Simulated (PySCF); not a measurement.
Core-level binding energies of `FC(F)C=S`

Species: C2H2F2S.
Z-matrix (Å and degrees, PBE0-D3(BJ)/def2-SVP geometry), rows numbered from 1:
```
F 
C   1  1.3495
F   2  1.3497  1  107.85
C   2  1.5055  1  108.77  3  -117.75
S   4  1.6057  2  124.16  1  -121.91
H   2  1.1028  1  109.55  3   119.15
H   4  1.1030  2  113.07  1    58.13
```

The calculation used delta-SCF UKS SCAN, pcX-2 on the ionised atom, pcseg-1 elsewhere, spin-free X2C in PySCF. Binding energies are ΔSCF values: E(core-ionised, relaxed orbitals) − E(ground state) at a fixed geometry, referred to the vacuum level.

Task: List the computed XPS lines with their assignment.

Result: 
| atom(s) | bonded to | level | binding energy (eV) | above the level's lowest (eV) | count |
| --- | --- | --- | --- | --- | --- |
| F1/F3 | C | F 1s | 693.70 | 0.00 | 2 |
| C2 | 2 F, C and H | C 1s | 296.24 | +3.39 | 1 |
| C4 | S (double bond), C and H | C 1s | 292.85 | 0.00 | 1 |
| S5 | C (double bond) | S 1s | 2477.89 | 0.00 | 1 |

Lowest listed C 1s: C4, bonded to S (double bond), C and H. Highest, 3.39 eV above it: C2, bonded to 2 F, C and H.

Task: Express the binding energy of S 1s of S5 in atomic units and per mole.

Result: 2477.89 eV = 91.0608 Eh = 239080 kJ/mol.

The first atom of each set that the bonding makes equivalent was ionised and stands for the set. Not every level is listed. Spin contamination (⟨S²⟩ against 0.75 for a pure doublet) is marked for C 1s of C4 (0.98), which makes this value less certain. Geometry: PBE0-D3(BJ)/def2-SVP, one conformer, isolated molecule.
